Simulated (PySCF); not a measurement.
## Which determinant of HCl⁺ lies lowest?

Unrestricted PBE0; basis H def2-SVP, Cl def2-SVP; no relativity; PySCF 2.14. Outer shells of the fragments: H 1s1; Cl+ 3s2 3p4.

Followed along the bond (rough minima from three points):

```csv
2Ms+1,unpaired,⟨S²⟩ at the start,R at minimum (Å),Te (eV)
2,π ↑,0.75,1.33,0.00
4,"σ ↑, π ↑↑",3.75,none in the scan,≤ 7.14
```

Solutions found at the starting distance of 1.390 Å, counted from the lowest of them; the search is not exhaustive and high or unbound solutions are not listed, so other states can lie among these:

```
2Ms+1   unpaired  term  E (eV)  ⟨S²⟩  ⟨Lz²⟩  μ (D)
    2        π ↑    ²Π    0.00  0.75   1.00  -2.17
    2        σ ↑   ²Σ⁺    3.62  0.76   0.00  -2.68
    4  σ ↑, π ↑↑   ⁴Σ⁻    7.92  3.75   0.00   1.14
    4  σ ↑↑, π ↑    ⁴Π    9.81  3.75   1.01   0.60
```

A term symbol is given only where ⟨S²⟩ and ⟨Lz²⟩ are close to those of a pure state; real π, δ and φ orbitals otherwise mix terms. A positive dipole points towards Cl; it is taken about the centre of mass and depends on that origin.

Counting both spins, an empty level lies below a filled one in some of these solutions, because spin and occupation are held.
